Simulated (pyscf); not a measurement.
Thermochemistry of product channels of GeH₃• + hydrogen chloride (HCl) on the doublet surface, in kcal/mol, from ωB97M-D3(BJ)/def2-TZVP energies (ideal gas, 1 atm, RRHO with modes under 100 cm⁻¹ raised to 100, one conformer, R ln 2 for rigid chiral ones). Single points on ωB97X-D3(BJ)/def2-SVP structures (PySCF, gas phase).

```
products                    ΔE  ΔH(298 K)  ΔG(600 K)  ΔG(1200 K)
------------------------  ----  ---------  ---------  ----------
Cl–GeH₂• + hydrogen (H₂)     ?      -14.1      -12.8       -12.5
Cl–GeH₃ + H atom (H•)     +7.7       +5.9      +11.2           ?
```

Q: Some entries are withheld; supply them.

A: 
- Cl–GeH₂• + hydrogen (H₂), ΔE: -13.3
- Cl–GeH₃ + H atom (H•), ΔG(1200 K): +15.2

These are energies of the channels, which say nothing of barriers. Elements up to Kr have no core potential and no relativistic terms here.
